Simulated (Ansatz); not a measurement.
Geometry optimisation, RKS PBE/def2-SVPD (Ansatz 0.2.0).

Input:

```yaml
crystal:
  periodic: [false, false, false]
  atoms:
    - { symbol: Si, position_ang: [0.128371, 0.018379, 0.117371] }
    - { symbol: H, position_ang: [0.471451, 0.010708, 1.534378] }
    - { symbol: H, position_ang: [1.574087, -0.074122, -0.033979] }
    - { symbol: H, position_ang: [-0.481901, 1.275795, -0.402361] }
    - { symbol: O, position_ang: [-0.740483, -1.318004, -0.443806] }
    - { symbol: H, position_ang: [-1.094325, -1.928756, 0.221996] }
basis:
  gaussian: { orbitals: def2-SVPD }
hamiltonian:
  xc: pbe
relax:
  f_tol: 0.03
  max_steps: 50
```

Launched with:

```bash
$ ansatz run input.yaml --threads 1 --pin off --max-ram 2048MiB --backend cpu --events-out ev --progress --plain --runs-dir out
```

Question: Where does it end, and by what steps?

Answer: It converged. The force dipped under the threshold on the way, but the program's further checks kept it going. After 15 steps the energy has fallen by 0.496 eV; H6 moved furthest, 0.40 Å.

```tsv
step	energy less start (eV)	largest force component (eV/Å)	accepted
0	0.0000	1.410	yes
1	-0.4177	0.425	yes
2	-0.4740	0.132	yes
3	-0.4734	0.738	no
4	-0.4781	0.198	yes
5	-0.4810	0.209	yes
6	-0.4857	0.418	yes
7	-0.4858	0.444	yes
8	-0.4359	1.789	no
9	-0.4896	0.057	yes
10	-0.4939	0.065	yes
11	-0.4933	0.190	no
12	-0.4948	0.018	yes
13	-0.4939	0.354	no
14	-0.4953	0.074	yes
15	-0.4956	0.002	yes
```

```xyz
6
Properties=species:S:1:pos:R:3
Si 0.160 0.032 0.211
H 0.207 0.152 1.710
H 1.550 -0.255 -0.289
H -0.360 1.296 -0.397
O -0.934 -1.170 -0.279
H -0.765 -2.072 0.037
```

Time of the run: 26 s on 1 thread of Arm Neoverse V1, on a shared host, peak memory 0.12 GiB.
